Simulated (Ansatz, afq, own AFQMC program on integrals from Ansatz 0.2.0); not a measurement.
AFQMC on a folder of integrals that Ansatz 0.2.0 wrote.

```yaml
crystal:
  periodic: [false, false, false]
  atoms:
    - {symbol: Li, position_ang: [0.000000, 0.000000, 0.000000]}
    - {symbol: Be, position_ang: [0.000000, 0.000000, 2.936000]}
basis:
  gaussian: {orbitals: aug-cc-pVDZ}
total_charge: -1
magnetization: {spin_polarized: true, initial_magnetization: 0}
correlation: {method: ccsd_t, electrons: outside_noble_gas, hamiltonian_folder: ham}
```

```sh
$ ansatz run in.yaml --threads 1 --pin off --events-out ev --progress --plain --max-ram 1382MiB
```

afq runs on the folder ham with

```
--method phaseless --trial hf --walkers 120 --populations 1 --least-time 40 --time-step 0.005 --steps-per-block 20 --equilibration-blocks 112 --max-blocks 600 --target-error 0.00072 --factor-cut 1e-05 --start spin_pure --seed 982 --taylor-order 6
```

Times are imaginary, in 1/Eh. The walk had a cap of 558 s.

Log:

```
orbitals 44  electrons 2 2  factors 315 of 408
reference energy -22.01776135 Eh
CCSD correlation -0.05796513 Eh in 19 cycles, weight of the determinant in the CISD state 0.7512
energy of the start -22.021010 Eh
 block  time / (1/Eh)  mean weight  energy / Eh
     1     0.100  1.0001  -22.025103
     2     0.200  1.0005  -22.028105
     3     0.300  0.9997  -22.031903
     4     0.400  1.0004  -22.034557
     5     0.500  1.0004  -22.037085
    10     1.000  1.0004  -22.048746
    86     8.600  1.0003  -22.072583
   171    17.100  1.0000  -22.070807
   188    18.800  1.0003  -22.065243
   256    25.600  0.9992  -22.090835
   341    34.100  1.0007  -22.070399
   426    42.600  0.9992  -22.077921
   511    51.100  0.9995  -22.071126
   596    59.600  1.0012  -22.070417
   664    66.400  1.0004  -22.095646
   681    68.100  0.9992  -22.079619
   698    69.800  1.0013  -22.077099
blocks merged  error / Eh  count
     1  0.000289  600
     2  0.000390  300
     4  0.000528  150
     8  0.000700  75
    16  0.000887  37
    32  0.001107  18
    64  0.001225  9
energy -22.078697 +/- 0.001107 Eh
(rows thinned)
```

The run passed its tests (sampling time, drift between the halves within three errors, error under three times the target), which doesn't prove that it has relaxed. The second half of the sampling lies below the first by 1.7 errors of their difference, so the energy may still be moving and its error bar be too small.

Against this walk (error 30.1 meV) on the same determinant: CCSD(T) 5.2 meV lower (within the noise), CCSDT(Q) 109.6 meV lower, full CI 109.7 meV lower, a separate phaseless walk with a CISD trial and standard settings 90.0 ± 34.3 meV lower. The error is statistical and leaves out the bias of the constraint. The determinant has ⟨S²⟩ = 0.92, so the low cluster orders mix in higher spin, while the walk starts as a pure singlet. Full CI is exact here, so the walk's 110 meV above it is the walk's own error: the bias of the constraint with this trial, or a walk that hasn't relaxed. The determinant is a poor start (see the cautions), so the low cluster orders aren't to be relied on, and full CI is the sure value.

Cautions: constraint bias not in the error; error above the target (30.1 against 19.6 meV); strong correlation (T1 0.111, weight of the determinant 0.75, largest double 0.10); unrestricted determinant spin contaminated (⟨S²⟩ 0.92 against 0.00); the bias of populations of 120 walkers isn't removed.

The walk took 4.3 min on 1 thread of Arm Neoverse V1, on a shared host. The log's last line is the phaseless energy.

CCSDT and higher add their correlation energy to the determinant of the CCSD(T) run, since their own runs factorise the integrals more tightly (a shift of under 2 meV). A walk keeps the symmetry of its determinant, which the program's search chose and which needn't be the lowest solution, so a lower state of the same spin and another symmetry isn't excluded.
